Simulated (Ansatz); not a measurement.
Fluorite BaF₂, relaxed in Ansatz (plane waves) with several semilocal functionals. Each gives its own volume and its own bulk modulus:

```json
[
 {"level": "LDA", "V0 (Å³/atom)": "18.406", "bulk modulus (GPa)": "71.86", "ln V0": "2.9127", "ln B0": "4.2747"},
 {"level": "PBE-D3(BJ)", "V0 (Å³/atom)": "19.925", "bulk modulus (GPa)": "56.60", "ln V0": "2.9920", "ln B0": "4.0360"},
 {"level": "PBE", "V0 (Å³/atom)": "20.312", "bulk modulus (GPa)": "53.94", "ln V0": "3.0112", "ln B0": "3.9879"},
 {"level": "BLYP", "V0 (Å³/atom)": "21.008", "bulk modulus (GPa)": "50.88", "ln V0": "3.0449", "ln B0": "3.9295"},
 {"level": "revPBE", "V0 (Å³/atom)": "21.146", "bulk modulus (GPa)": "47.02", "ln V0": "3.0515", "ln B0": "3.8506"},
 {"level": "RPBE", "V0 (Å³/atom)": "21.420", "bulk modulus (GPa)": "45.36", "ln V0": "3.0643", "ln B0": "3.8146"}
]
```

Q: Fit a straight line to ln B0 against ln V0. What does it predict for r²SCAN, whose volume is 19.806 Å³/atom?

A: With x = ln V0 and y = ln B0: means 3.01277 and 3.98222; Σ(Δx Δy) = -0.04582, Σ(Δx²) = 0.01564, so the slope is -2.93. At x = 2.9860 the line gives y = 3.98222 + (-2.93) × (2.9860 − 3.01277) = 4.0607, or 58.01 GPa. The run with r²SCAN gives 61.07 GPa, +5.3 % from the line. The rows used scatter about it by up to 4.2 %, while the largest value lies 58 % above the smallest. For comparison, PBE's own equation of state has B′ = 4.7, the slope −d ln B/d ln V at a fixed functional; the two needn't agree, since functionals also differ at one volume.

Measured: 57 GPa (measured, temperature not stated, not corrected to a static lattice, our sources range from 56.9 to 59.0; as tabulated in On the Morphology of Group II Metal Fluoride Nanocrystals at Finite Temperature …).

Ansatz's density-functional and Hartree–Fock values are scalar-relativistic unless marked +SOC, with PAW data made under PBE.

Ansatz is a program for electronic structure.
